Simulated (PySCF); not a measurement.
Input of a run (PBE0-D3(BJ)/def2-SVP geometry optimisation, gas phase (PySCF 2.14.0)), started from GFN2-xTB:
```
{"job": {"xc": "PBE0", "basis": "def2-SVP", "d3": "d3bj", "grid": 1, "kind": "geom"}, "charge": 0, "multiplicity": 1}
B     -0.875130    -0.029920    -0.028670
P      0.897590     0.020060    -0.523370
H     -1.494860     0.960380     0.013490
H     -1.410440    -1.063720     0.076560
H      1.478250    -0.970930     0.238340
H      1.410840     1.088110     0.180500
```

Output (energies in Eh, forces in Eh/bohr):
```
step   0  E = -368.27472110  max force = 0.018067
step   1  E = -368.27814360  max force = 0.002634
step   2  E = -368.27817299  max force = 0.001212
step   3  E = -368.27818553  max force = 0.000736
step   4  E = -368.27819191  max force = 0.000374
optimisation converged
```

**Question.** Summarise the run.

**Answer.** The energy falls by 9.1 kJ/mol over 5 energy and gradient evaluations, the largest force component goes from 0.0181 to 3.7e-04 Eh/bohr, and the atoms move by 0.055 Å rms after alignment. Among the bonds, B1–H3, B1–H4, P2–H5 and P2–H6 change most and about equally (+0.038 Å). Bonds longer at the end by more than 0.005 Å: 5 of 5; shorter: 0. Among the angles that change most is H5–P2–H6, from 96.8° to 101.1°. The energy never rose by more than 1e-6 Eh on the way. The first step brought 99 % of the lowering.

**Question.** What are the final bond lengths?

**Answer.** B1–P2 1.856 Å, B1–H3 1.207 Å, B1–H4 1.207 Å, P2–H5 1.417 Å, P2–H6 1.417 Å. Numbering counts from 1 in the input's order; the species is `BP` (BH4P).

The run used 52 basis functions and 30 SCF cycles in all. Hardware: an Arm Neoverse V2 with one thread, no GPU (shared host). Cost: 3.1 s.

PBE0-D3(BJ)/def2-SVP frequencies: not computed here. The numbers are those of one conformer.
